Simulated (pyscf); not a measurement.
Thermochemistry of product channels of digermane (H₃Ge–GeH₃) + water (H₂O) on the singlet surface, in kcal/mol, from ωB97M-D3(BJ)/def2-TZVP energies (ideal gas, 1 atm, RRHO with modes under 100 cm⁻¹ raised to 100, one conformer, R ln 2 for chiral ones without a mode under 150 cm⁻¹). PySCF, gas phase, ωB97X-D3(BJ)/def2-SVP geometries.

| products | ΔE | ΔH(298 K) | ΔG(298 K) | ΔG(600 K) |
|---|---|---|---|---|
| HO–GeH₃ + germane (GeH₄) | +1.4 | -0.1 | -0.2 | 0.0 |
| HO–GeH₂–GeH₃ + hydrogen (H₂) | +0.9 | -1.7 | -0.8 | -0.4 |

These are energies of the channels, which say nothing of barriers. Elements up to Kr have no core potential and no relativistic terms here.
